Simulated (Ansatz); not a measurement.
The input, for Ansatz 0.2.0:

```yaml
crystal:
  periodic: [false, false, false]
  atoms:
    - {symbol: B, position_ang: [0.000000, 0.000000, 0.000000]}
    - {symbol: B, position_ang: [0.000000, 0.000000, 5.481000]}
basis:
  gaussian: {orbitals: cc-pVTZ}
magnetization: {spin_polarized: false}
correlation: {method: ccsdt_q, electrons: outside_noble_gas}
```

```sh
$ ansatz run in.yaml --threads 1 --pin off --events-out ev --progress --plain --max-ram 4096MiB --backend cpu
```

The program prints:

```
586 factors; integrals over basis functions are off by at most 1.5e-7 eV
mean field evaluation 1: about -1330.9011 eV, gradient 3.4e0 eV
mean field evaluation 2: about -1330.8981 eV, gradient 3.4e0 eV
mean field evaluation 4: about -1331.0160 eV, gradient 3.8e-1 eV
mean field evaluation 8: about -1331.0166 eV, gradient 1.2e-3 eV
mean field evaluation 16: about -1331.0150 eV, gradient 3.9e-1 eV
mean field evaluation 32: about -1330.5911 eV, gradient 2.4e-5 eV
mean field evaluation 64: about -1330.4788 eV, gradient 4.0e-1 eV
mean field evaluation 96: about -1330.2953 eV, gradient 4.2e-1 eV
mean field evaluation 128: about -1330.4668 eV, gradient 2.7e-1 eV
mean field evaluation 160: about -1330.4709 eV, gradient 1.8e-1 eV
...
mean field -1331.01657580 eV, -48.9139569653 hartree, gradient 1.2e-6 eV, S^2 0.000000; 19 other end points of the search recorded, 0 dependent functions left out; unrestricted orbitals would lower it
...
determinant -1331.01657580 eV, -48.9139569653 hartree, with singles and doubles -1337.24707796 eV, -49.1429236964 hartree
determinant -1330.59110089 eV, -48.8983210507 hartree, with singles and doubles -1337.12526953 eV, -49.1384473192 hartree
determinant -1330.46758499 eV, -48.8937819249 hartree, with singles and doubles -1337.09598047 eV, -49.1373709661 hartree
determinant -1330.27968424 eV, -48.8868766999 hartree, with singles and doubles -1337.03751363 eV, -49.1352223493 hartree
determinant -1331.01657580 eV, -48.9139569653 hartree, with singles and doubles -1338.00802535 eV, -49.1708879973 hartree
determinant -1330.59110089 eV, -48.8983210507 hartree, with singles and doubles -1337.98663665 eV, -49.1701019770 hartree
determinant -1330.46758499 eV, -48.8937819249 hartree, with singles and doubles -1337.97959609 eV, -49.1698432411 hartree
determinant -1330.27968424 eV, -48.8868766999 hartree, with singles and doubles -1337.95888850 eV, -49.1690822514 hartree
unrestricted determinant -1335.10763949 eV, -49.0643007828 hartree, S^2 1.0208
2 core orbitals not correlated: weight in the atoms' cores, before any rotation towards them, 1.000 or more for the frozen orbitals, at most 0.000 for the correlated occupied ones
reference -1331.01657580 eV, -48.9139569653 hartree; 3, 3 occupied and 55, 55 virtual orbitals, 586 factors
second order -5.43868772 eV of doubles, -0.00000000 eV of singles
...
cycle  21  -7.68211804 eV  change   -4.7e-5 eV  update   4.6e-5
cycle  22  -7.68208349 eV  change    3.5e-5 eV  update   1.7e-5
cycle  23  -7.68209181 eV  change   -8.3e-6 eV  update   7.6e-6
cycle  24  -7.68210341 eV  change   -1.2e-5 eV  update   3.1e-6
cycle  25  -7.68211262 eV  change   -9.2e-6 eV  update   1.2e-6
cycle  26  -7.68211305 eV  change   -4.2e-7 eV  update   5.7e-7
cycle  27  -7.68211005 eV  change    3.0e-6 eV  update   4.3e-7
cycle  28  -7.68211095 eV  change   -9.0e-7 eV  update   2.0e-7
cycle  29  -7.68211116 eV  change   -2.2e-7 eV  update   1.3e-7
cycle  30  -7.68211129 eV  change   -1.3e-7 eV  update   1.2e-7
perturbative correction -0.02456473 eV, -0.0009027372 hartree
WARN: these amplitudes may be one of several solutions (largest doubles amplitude 0.95, level shift 8.01 eV)
Total energy: -1338.72325182 eV, -49.1971720853 hartree
```

The T1 diagnostic is 0.076.

Ran on 1 thread of AMD EPYC 7R13, shared host: 19 s wall, 0.34 GiB peak host memory.
